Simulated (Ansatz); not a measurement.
## Worked example: SiH⁺, singlet against SiH, doublet

Geometry (PBE0/def2-TZVP stationary point of a doublet), kept for both states (SiH, doublet: Π; SiH⁺, singlet: Σ⁺):

```yaml
atoms:
  - { symbol: Si, position_ang: [0.0000, 0.0000, 0.0000] }
  - { symbol: H, position_ang: [0.0000, 0.0000, 1.5317] }
```

Basis cc-pVTZ; Ansatz 0.2.0. Correlated methods freeze the noble-gas cores. Prefix R: restricted or restricted open-shell reference.

Full CI is exact within this basis and frozen core; it isn't the basis-set limit.

| level | E(SiH, doublet) (hartree) | E(SiH⁺, singlet) (hartree) |
| --- | --- | --- |
| RCCSD(T) | -289.546514 | -289.257516 |
| PBE | -289.840189 | -289.544438 |
| B3LYP | -290.017153 | -289.722878 |
| full CI | -289.547391 | -289.257984 |

**Question.** Give the vertical gap, SiH⁺ singlet less SiH doublet, at each level in eV (1 hartree = 27.2114 eV), and each error against full CI.

**Answer.** full CI: (-289.257984 − (-289.547391)) × 27.2114 = 7.875 eV (the reference)
B3LYP: (-289.722878 − (-290.017153)) × 27.2114 = 8.008 eV, error 0.133 eV
PBE: (-289.544438 − (-289.840189)) × 27.2114 = 8.048 eV, error 0.173 eV
RCCSD(T): (-289.257516 − (-289.546514)) × 27.2114 = 7.864 eV, error -0.011 eV

Total energies of functionals can't be set beside those of wave-function methods, since they hold the core's correlation and their own absolute errors; only the differences compare.

The reference still carries a basis error, for a change of charge of the order of 0.1 eV, so smaller errors of functionals can't be ranked.

Each level lands on the state that its own search finds. T1 diagnostics of restricted CCSD: 0.023 and 0.011.
